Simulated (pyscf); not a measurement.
H₃Si–SiH₃ (SMILES [SiH3][SiH3]) + F–C•(F)–F (SMILES F[C](F)F) → F–C(F)(F)–SiH₃ (SMILES FC(F)(F)[SiH3]) + SiH₃• (SMILES [SiH3]) (substitution at Si; doublet surface; Si–Si broken, C–Si formed). Optimised with ωB97X-D3(BJ)/def2-SVP in PySCF. Energies in kcal/mol from the separated reactants.

```tsv
level	barrier	reaction energy
ωB97X-D3(BJ)/def2-TZVP	6.9	-3.6
PBE/def2-TZVP	[?]	-5.7
r²SCAN/def2-TZVP	1.9	-6.0
B3LYP-D3(BJ)/def2-TZVP	4.9	-6.6
ωB97M-D3(BJ)/def2-TZVP	6.5	-8.7
HF/def2-TZVP	[?]	[?]
```

**Question.** What belongs in the gaps?

**Answer.** 
- PBE/def2-TZVP, barrier: 0.3
- HF/def2-TZVP, barrier: 30.8
- HF/def2-TZVP, reaction energy: -4.2

The functionals in the table span 6.5 kcal/mol in this barrier, from PBE to ωB97X-D3(BJ). This is the saddle that the search found; another between the same sides may lie lower. The angle at the attacked Si is 180°.
